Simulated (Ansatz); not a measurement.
`COC(F)CF` + H₂ → `COCF` + `CF` at 500 K and 1 bar (hydrogenolysis of a C–C bond).

Calculated with Ansatz (gas phase, PBE0-D4/def2-TZVP geometries, no zero-point term in ΔE). CCSD(T)/CBS is the MP2 limit (def2-TZVPP, def2-QZVPP) plus CCSD(T) − MP2 in def2-TZVPP, frozen cores. This one scheme is used for every species. One conformer a species, not always the lowest.

```
   species  CCSD(T)/CBS energy (Eh)  H − E (kJ/mol)  S (J/(mol·K))
`COC(F)CF`               -392.50296           291.9          403.6
        H₂                 -1.17544            41.0          145.5
    `COCF`               -254.05716           224.7          333.7
      `CF`               -139.63461           122.2          244.8
```

H − E and S are ideal-gas, rigid-rotor, harmonic terms from PBE0-D4/def2-TZVP, for one conformer and one mirror image of each species. For small species the MP2-based limit differs from directly extrapolated CCSD(T) by up to some mEh (0.8 for H₂); such offsets cancel only in part. 1 Eh = 2625.50 kJ/mol, R = 8.31446 J/(mol·K).

**Question.** By hand: ΔE, ΔH, ΔS and ΔG.

**Answer.** ΔE = (-254.05716) + (-139.63461) − (-392.50296) − (-1.17544) = -0.01337 Eh = -35.1 kJ/mol. Δ(H − E) = 224.7 + 122.2 − 291.9 − 41.0 = 14.0, so ΔH = -21.1 kJ/mol. ΔS = 333.7 + 244.8 − 403.6 − 145.5 = 29.4 J/(mol·K). ΔG = -21.1 − 500 × (29.4)/1000 = -35.8 kJ/mol.

**Question.** By hand: the equilibrium constant, and the temperature at which ΔG would vanish if ΔH and ΔS stayed fixed.

**Answer.** log₁₀ K = −ΔG/(RT ln 10) = 3.7. ΔH and −TΔS have one sign here, so there is no such temperature.

TΔS isn't small against ΔH here. A doubt of 5 kJ/mol in ΔE shifts log₁₀ K by 0.5 here. Other conformers and mirror images would add mixing entropy, several J/(mol·K) or more a flexible species. These are equilibria of isolated gas molecules and say nothing of rates. Largest T1 diagnostic: 0.011 (customary marks: 0.02 for closed shells, 0.045 for open ones).
